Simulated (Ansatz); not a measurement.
A nudged elastic band was laid between two geometries of BH$_{2}$O (4 atoms, charge 0, multiplicity 2).

These are results of Ansatz 0.2.0, UKS BHLYP-D4/def2-SVPD, not measurements.

```
movable images  : 2
climbing image  : yes
spring          : 5.0 eV/Å²
optimiser       : quadratic models (default)
start path      : through a guess of the saddle point
force threshold : 0.05 eV/Å
iteration limit : 60
end points      : relaxed
```

Image 0:

```xyz
4
Properties=species:S:1:pos:R:3
B -0.013 -0.477 0.397
O 0.132 0.532 -0.452
H -1.064 -1.034 0.540
H 1.001 0.920 -0.505
```

Image 3:

```xyz
4
Properties=species:S:1:pos:R:3
B 0.032 -0.034 0.018
O -0.645 0.664 -0.831
H -0.529 -0.916 0.615
H 1.197 0.226 0.178
```

Task: What changes between the two ends?

Result: Bonds broken: O2–H4. Bonds formed: B1–H4.

Task: Give the energies along the band, and the barrier.

Result: The forces met the threshold. The highest image is number 1 of 0 to 3, 138.5 kJ/mol above the first end and 151.9 kJ/mol above the last; the last end lies 13.4 kJ/mol below the first. Neighbouring images differ by up to 1.4 eV, so the band resolves the path poorly. Another band between the same ends (9 images) ends at a top of the same energy, where a vibrational analysis finds 1 clearly imaginary mode. So few images can step over the top or miss a turn of the path.

| image | path coordinate (Å) | energy (kJ/mol) | O2–H4 (Å) | B1–H4 (Å) |
| --- | --- | --- | --- | --- |
| 0 | 0.00 | 0.0 | 0.95 | 1.95 |
| 1 | 0.77 | 138.5 | 1.21 | 1.34 |
| 2 | 1.21 | 35.5 | 1.70 | 1.24 |
| 3 | 1.64 | -13.4 | 2.14 | 1.20 |

Task: What is the geometry of the highest image?

Result: 
```xyz
4
Properties=species:S:1:pos:R:3:forces:R:3
B -0.052 -0.269 0.146 -0.01 0.01 0.00
O -0.103 0.832 -0.530 0.01 -0.01 0.00
H -0.798 -1.081 0.603 0.00 0.00 0.00
H 1.008 0.457 -0.239 0.00 0.00 0.00
```

Time of the run: 35 s on 1 thread of Arm Neoverse V1, on a shared host, peak memory 0.11 GiB.
